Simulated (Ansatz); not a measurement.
# BSiHO+ (doublet): the correlation ladder, def2-TZVPP

One table from this session's results is given with a row withheld; the runs are named, their logs left out.

Method: def2-TZVPP, core rule «outside noble gas», up to 7 orbitals frozen; program: Ansatz 0.2.0, Gaussian basis.

To be run: UHF; ROHF; CCSD(T) on UHF.

2 further runs of the same task are left out: 2 set aside as unsound or not needed.

## The geometry

The geometry is a PBE0/def2-TZVP stationary point (not a proven minimum) of the parent state, kept for this charge and spin.

4 atoms, charge 1, spin multiplicity 2.

Atoms are counted from 1 here; the program's logs count them from 0.

Bond lengths: O1–B2 1.205 Å, B2–Si3 2.031 Å, Si3–H4 1.522 Å. Angles: O1–B2–Si3 175.7°, B2–Si3–H4 89.5°.

Geometry (Å):

```
O     0.0000    0.0231    1.9166
B     0.0000    0.0406    0.7114
Si    0.0000   -0.0805   -1.3157
H     0.0000    1.4394   -1.3921
```

The first run:

Input file in.yaml:

```yaml
crystal:
  periodic: [false, false, false]
  atoms:
    - {symbol: O, position_ang: [0.000000, 0.023096, 1.916557]}
    - {symbol: B, position_ang: [0.000000, 0.040635, 0.711413]}
    - {symbol: Si, position_ang: [0.000000, -0.080455, -1.315687]}
    - {symbol: H, position_ang: [0.000000, 1.439380, -1.392054]}
basis:
  gaussian: {orbitals: def2-TZVPP}
total_charge: 1
magnetization: {spin_polarized: true, initial_magnetization: 1}
hamiltonian: {xc: hf}
output: {orbitals: {seedname: orbitals}}
```

The run is started by

```bash
$ ansatz run in.yaml --threads 1 --pin off --events-out ev --progress --plain --max-ram 4096MiB --backend cpu
```

Among the steps run: UHF; ROHF; CCSD(T) on UHF.

One table of the session follows, with a row left open; its other results are not shown here.

| method | from UCCSD(T) (kJ/mol) |
| --- | --- |
| ROHF | +1125.0 |
| UHF | +1118.7 |
| UMP2 | +89.8 |
| UCCSD | ? |
| UCCSD(T) | 0 |

Estimate the missing values for UCCSD.

As computed: from UCCSD(T) (kJ/mol): +53.9. In the column «from UCCSD(T) (kJ/mol)» it lies between UCCSD(T) (0) and UMP2 (+89.8).
